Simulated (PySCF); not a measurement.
A run for PySCF: R-M06-2X/def2-TZVPP on acetamide (SMILES CC(N)=O), a point of a torsion scan.

```python
from pyscf import gto, dft

mol = gto.M(
    atom='''
    C    -1.09299916    0.08865916   -0.24100670
    C     0.16801435   -0.31254883    0.48489607
    N     1.31883256   -0.07760442   -0.25325760
    O     0.19358764   -0.77185428    1.59962823
    H    -1.11820257    1.16879365   -0.36990108
    H    -1.11046497   -0.37472263   -1.22384798
    H    -1.96043159   -0.22314383    0.33260416
    H     1.47250699    0.87443191   -0.54753759
    H     2.14272979   -0.41651438    0.23578994
    ''',
    basis='def2-tzvpp',
    charge=0, spin=0, verbose=4, max_memory=1800)
mf = dft.RKS(mol, xc='m062x').density_fit(auxbasis='def2-universal-jkfit')
mf.grids.level = 4
mf.conv_tol = 1e-9
mf.max_cycle = 150
mf.kernel()
mf.dip_moment()
```

Program output:

```
PySCF version 2.14.0

[INPUT] verbose = 4
[INPUT] num. atoms = 9
[INPUT] num. electrons = 32
[INPUT] charge = 0
[INPUT] spin (= nelec alpha-beta = 2S) = 0
[INPUT] symmetry False subgroup None
[INPUT] Mole.unit = angstrom
[INPUT] Symbol           X                Y                Z      unit          X                Y                Z       unit  Magmom
[INPUT]  1 C     -1.092999160000   0.088659160000  -0.241006700000 AA   -2.065469066780   0.167541530834  -0.455436657185 Bohr   0.0
[INPUT]  2 C      0.168014350000  -0.312548830000   0.484896070000 AA    0.317501106497  -0.590631689253   0.916320771178 Bohr   0.0
[INPUT]  3 N      1.318832560000  -0.077604420000  -0.253257600000 AA    2.492232342559  -0.146651099856  -0.478587502965 Bohr   0.0
[INPUT]  4 O      0.193587640000  -0.771854280000   1.599628230000 AA    0.365827620701  -1.458593197273   3.022859255823 Bohr   0.0
[INPUT]  5 H     -1.118202570000   1.168793650000  -0.369901080000 AA   -2.113096609085   2.208699894631  -0.699011734381 Bohr   0.0
[INPUT]  6 H     -1.110464970000  -0.374722630000  -1.223847980000 AA   -2.098474664223  -0.708123143377  -2.312737500302 Bohr   0.0
[INPUT]  7 H     -1.960431590000  -0.223143830000   0.332604160000 AA   -3.704678791046  -0.421680725087   0.628530770291 Bohr   0.0
[INPUT]  8 H      1.472506990000   0.874431910000  -0.547537590000 AA    2.782634927608   1.652436824480  -1.034696088004 Bohr   0.0
[INPUT]  9 H      2.142729790000  -0.416514380000   0.235789940000 AA    4.049172462047  -0.787098105143   0.445578409528 Bohr   0.0

nuclear repulsion = 121.896818735055
number of shells = 74
number of NR pGTOs = 264
number of NR cGTOs = 194
basis = def2-tzvpp
ecp = {}


******** <class 'pyscf.df.df_jk.DFRKS'> ********
method = DFRKS
initial guess = minao
damping factor = 0
level_shift factor = 0
DIIS = <class 'pyscf.scf.diis.CDIIS'>
diis_start_cycle = 1
diis_space = 8
diis_damp = 0
SCF conv_tol = 1e-09
SCF conv_tol_grad = None
SCF max_cycles = 150
direct_scf = False
XC library pyscf.dft.libxc version 7.1.2
    S. Lehtola, C. Steigemann, M. J. T. Oliveira, and M. A. L. Marques,  SoftwareX 7, 1–5 (2018)
XC functionals = m062x
    Y. Zhao and D. G. Truhlar,  Theor. Chem. Acc. 120, 215 (2008)
    Y. Zhao and D. G. Truhlar,  Theor. Chem. Acc. 120, 215 (2008)
radial grids:
    Treutler-Ahlrichs [JCP 102, 346 (1995); DOI:10.1063/1.469408] (M4) radial grids

becke partition: Becke, JCP 88, 2547 (1988); DOI:10.1063/1.454033
pruning grids: <function nwchem_prune>
grids dens level: 4
symmetrized grids: False
atomic radii adjust function: <function treutler_atomic_radii_adjust>
small_rho_cutoff = 0
Set gradient conv threshold to 3.16228e-05
Initial guess from minao.
tot grids = 191896
******** <class 'pyscf.df.df.DF'> ********
auxbasis = def2-universal-jkfit
init E= -209.746579359912
  HOMO = -0.327910584058273  LUMO = -0.0366658551691614  gap/eV = 7.92517
cycle= 1 E= -209.075603336722  delta_E= 0.671  |g|= 0.789  |ddm|= 2.14
  HOMO = -0.185013316389753  LUMO = 0.0308449505449566  gap/eV = 5.87380
cycle= 2 E= -208.913233110331  delta_E= 0.162  |g|= 1.28  |ddm|= 2.03
  HOMO = -0.323165167879996  LUMO = 0.0369512716540008  gap/eV = 9.79927
cycle= 3 E= -209.202293277391  delta_E= -0.289  |g|= 0.105  |ddm|= 1.47
  HOMO = -0.33283225677453  LUMO = 0.0355864833485703  gap/eV = 10.02518
cycle= 4 E= -209.204269061154  delta_E= -0.00198  |g|= 0.05  |ddm|= 0.0858
  HOMO = -0.333079491147974  LUMO = 0.0383165631286699  gap/eV = 10.10620
cycle= 5 E= -209.20477121444  delta_E= -0.000502  |g|= 0.0103  |ddm|= 0.0423
  HOMO = -0.333335788214566  LUMO = 0.0390178373496282  gap/eV = 10.13226
cycle= 6 E= -209.204794891353  delta_E= -2.37e-05  |g|= 0.00446  |ddm|= 0.0116
  HOMO = -0.333825657627017  LUMO = 0.0388557037099786  gap/eV = 10.14118
cycle= 7 E= -209.204800094061  delta_E= -5.2e-06  |g|= 0.0012  |ddm|= 0.00808
  HOMO = -0.33391732935522  LUMO = 0.0388908205768251  gap/eV = 10.14463
cycle= 8 E= -209.204800576689  delta_E= -4.83e-07  |g|= 0.000244  |ddm|= 0.00286
  HOMO = -0.333916823603982  LUMO = 0.0389119146736346  gap/eV = 10.14519
cycle= 9 E= -209.204800596743  delta_E= -2.01e-08  |g|= 8.63e-05  |ddm|= 0.000466
  HOMO = -0.333935555300908  LUMO = 0.0389030415160848  gap/eV = 10.14545
cycle= 10 E= -209.204800598773  delta_E= -2.03e-09  |g|= 2.04e-05  |ddm|= 0.000142
  HOMO = -0.333933207394079  LUMO = 0.0389051663799854  gap/eV = 10.14545
cycle= 11 E= -209.204800598951  delta_E= -1.78e-10  |g|= 5.87e-06  |ddm|= 3.26e-05
  HOMO = -0.333934203676833  LUMO = 0.0389044353364252  gap/eV = 10.14546
Extra cycle  E= -209.204800598968  delta_E= -1.69e-11  |g|= 3.7e-06  |ddm|= 1.11e-05
converged SCF energy = -209.204800598968
Dipole moment(X, Y, Z, Debye):  0.49061,  2.02449, -2.27299
```

Self-consistency was reached.

Cost: roughly 40 core-seconds.
